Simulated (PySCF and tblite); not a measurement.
Results of a calculation; reference values are marked as such.
System: C₅H₉ (charge +1), numbered as in [CH+:1]1[CH2:2][CH2:3][CH2:4][CH2:5]1.

Motion: inversion of the 5-membered ring (1–2–3–4–5). GFN2-xTB gives an electronic barrier of 0.9 kcal/mol.

The ion is treated without a counter-ion.

PBE0/pcSseg-1 + D3(BJ) on PBE0-D3(BJ)/def2-SVP geometries gives 2.9 kcal/mol and k(298 K) = 4×10¹⁰ s⁻¹.

Q: What does PBE0/aug-pcSseg-1 + D3(BJ) give on PBE0-D3(BJ)/def2-SVP geometries?

A: A barrier of 3.1 kcal/mol, 0.3 above the first DFT barrier (from unrounded values) and, with GFN2-xTB thermal terms, ΔG‡(298 K) = 3.3 kcal/mol and k = 2.4×10¹⁰ s⁻¹ (1 equivalent path).

Programs: tblite and PySCF.
